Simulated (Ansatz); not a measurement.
C4H6FN, SMILES CC(C)(F)C#N, a geometry optimisation

Program: Ansatz 0.2.0 through its Python package.

Run as a notebook:

In [1]:
```python
import itertools
import warnings

import ansatz as az
from ase.data import atomic_numbers, covalent_radii
import numpy as np
```

In [2]:
```python
warnings.simplefilter("ignore", az.DeckWarning)
```

In [3]:
```python
geometry_ang = [
    ("C", (1.2686, -0.4499, 0.045)),
    ("C", (-0.0159, 0.2684, -0.3472)),
    ("C", (-1.2444, -0.5007, 0.1208)),
    ("F", (-0.0581, 0.3211, -1.7126)),
    ("C", (-0.0279, 1.6458, 0.1781)),
    ("N", (-0.0364, 2.7211, 0.6183)),
    ("H", (1.3726, -0.535, 1.1322)),
    ("H", (2.1452, 0.0842, -0.3395)),
    ("H", (1.2965, -1.456, -0.3873)),
    ("H", (-2.1633, -0.0029, -0.2097)),
    ("H", (-1.2793, -0.5886, 1.2121)),
    ("H", (-1.2576, -1.5076, -0.3103)),
]
geometry = az.Crystal.molecule()
for symbol, xyz in geometry_ang:
    geometry = geometry.atom(symbol, xyz)

calculation = (
    geometry.calculation()
    .basis(gaussian="def2-SVP")
    .functional("HF")
)
symbols = [site.symbol for site in geometry.cartesian_sites]
start = np.array([site.position_ang for site in geometry.cartesian_sites], dtype=float)
def progress(event):
    if event["event"] == "relax_step":
        row = event["data"]
        print(f"step {row['step']:3d}  E = {row['lagrangian_ev']:.6f} eV  largest force component {row['allowed_force_max_ev_ang']:.4f} eV/A")
```

In [4]:
```python
rep = calculation.relax(force_tolerance=0.005).session().plan().execute(on_event=progress).report
end = np.array(rep["positions_ang"])
```
```text
step   1  E = -8397.558157 eV  largest force component 4.2794 eV/A
step   2  E = -8397.647495 eV  largest force component 0.9996 eV/A
step   3  E = -8397.654464 eV  largest force component 0.1368 eV/A
step   4  E = -8397.654754 eV  largest force component 0.0448 eV/A
step   5  E = -8397.654794 eV  largest force component 0.0085 eV/A
step   6  E = -8397.654802 eV  largest force component 0.0080 eV/A
step   7  E = -8397.654806 eV  largest force component 0.0032 eV/A
```

In [5]:
```python
print(f"E = {rep['free_energy_ev']:.6f} eV = {rep['free_energy_ev'] / 27.211386246:.7f} Ha")
print("converged:", rep["converged"], " doubts:", rep["published_state_doubts"] or "none")
```
```text
E = -8397.654806 eV = -308.6081220 Ha
converged: True  doubts: none
```

In [6]:
```python
# pairs closer than 1.2 times the sum of covalent radii, before or after
radius = [covalent_radii[atomic_numbers[s]] for s in symbols]
span = lambda where, i, j: np.linalg.norm(where[i] - where[j])
bonded = [(i, j) for i, j in itertools.combinations(range(len(symbols)), 2) if min(span(start, i, j), span(end, i, j)) < 1.2 * (radius[i] + radius[j])]
print("pair        before    after (A)")
for i, j in bonded:
    print(f"{symbols[i]}{i}-{symbols[j]}{j}".ljust(10), f"{span(start, i, j):8.4f} {span(end, i, j):8.4f}")
```
```text
pair        before    after (A)
C0-C1        1.5231   1.5204
C0-H6        1.0955   1.0892
C0-H7        1.0961   1.0888
C0-H8        1.0954   1.0896
C1-C2        1.5231   1.5204
C1-F3        1.3671   1.3649
C1-C4        1.4742   1.4910
C2-H9        1.0961   1.0888
C2-H10       1.0954   1.0892
C2-H11       1.0954   1.0896
C4-N5        1.1619   1.1323
```

In [7]:
```python
charges = rep["charge_distribution"]
dipole = np.array(charges["dipole_moment_e_ang"]) * 4.803205
print("dipole (D): {:.3f} {:.3f} {:.3f}, length {:.3f}".format(*dipole, np.linalg.norm(dipole)))
print("atom  Mulliken   Lowdin")
for symbol, m, l in zip(symbols, charges["mulliken_charges_e"], charges["lowdin_charges_e"]):
    print(f"{symbol:4s} {m:9.3f} {l:8.3f}")
```
```text
dipole (D): 0.101 -3.924 0.725, length 3.992
atom  Mulliken   Lowdin
C        0.004    0.072
C        0.186   -0.110
C        0.004    0.072
F       -0.363    0.034
C       -0.084   -0.224
N       -0.112    0.098
H        0.054    0.011
H        0.068    0.011
H        0.060    0.008
H        0.068    0.011
H        0.054    0.011
H        0.060    0.008
```

Total energies depend on the basis set; only differences at equal settings carry meaning. The end point is the stationary point reached from this start; no frequency run checks that it is a minimum, and the basis set is modest. The Löwdin charges here are taken after orthogonalising the functions within each atom; they differ from plain Löwdin charges, and their signs can be unphysical. It ran for 23 s on 1 thread of Arm Neoverse V2, on a shared host, peak memory 0.32 GiB.
